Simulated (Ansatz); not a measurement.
Reaction (SMILES): F[C]Cl (closed-shell singlet) + 3 [H][H] (H2) → C (CH4) + Cl (HCl) + F (HF)
B3LYP-D3(BJ)/def2-TZVP geometries, fixed; electronic energies without zero-point terms.

Basis-set convergence of the energy of full hydrogenation at PBE with Ansatz (a first-principles code). Cartesian d functions, on some or all atoms, in 6-31G*, 6-31G**, 6-31+G*, 6-311G**, 6-311+G**; all else is spherical. The program fits the integrals of some runs and decomposes those of others, by size. No added dispersion term, no relativity. Functions are those of the species that has most. Reference: the value in pcseg-4, -121.46 kcal/mol, itself unsure by roughly 0.13 kcal/mol (its mean distance from aug-pcseg-3, aug-cc-pV(Q+d)Z, cc-pV(5+d)Z). Deviations are taken from unrounded values.

| basis | functions | energy of full hydrogenation (kcal/mol) | minus reference (kcal/mol) |
|---|---|---|---|
| STO-3G | 19 | -68.02 | 53.43 |
| 3-21G | 31 | -105.99 | 15.47 |
| 6-31G | 31 | -119.74 | 1.71 |
| 6-31G* | 49 | -105.60 | 15.86 |
| 6-31G** | 49 | -111.78 | 9.68 |
| 6-31+G* | 61 | -115.37 | 6.09 |
| 6-311G** | 63 | -118.98 | 2.48 |
| 6-311+G** | 75 | -123.40 | -1.95 |
| 6-311++G(2d,2p) | 89 | -123.50 | -2.04 |
| 6-311++G(3df,3pd) | 125 | -121.72 | -0.26 |

The smallest set listed that lies within 4 kcal/mol of the reference with all its larger relatives (same family, alike in diffuse functions; a set with none counts only in the reference's own line) is 6-311+G** (75 functions, -1.95 kcal/mol off). Inside the window by cancellation, since a larger relative falls out: 6-31G. Inside, with no larger relative to test it: 6-311G**.
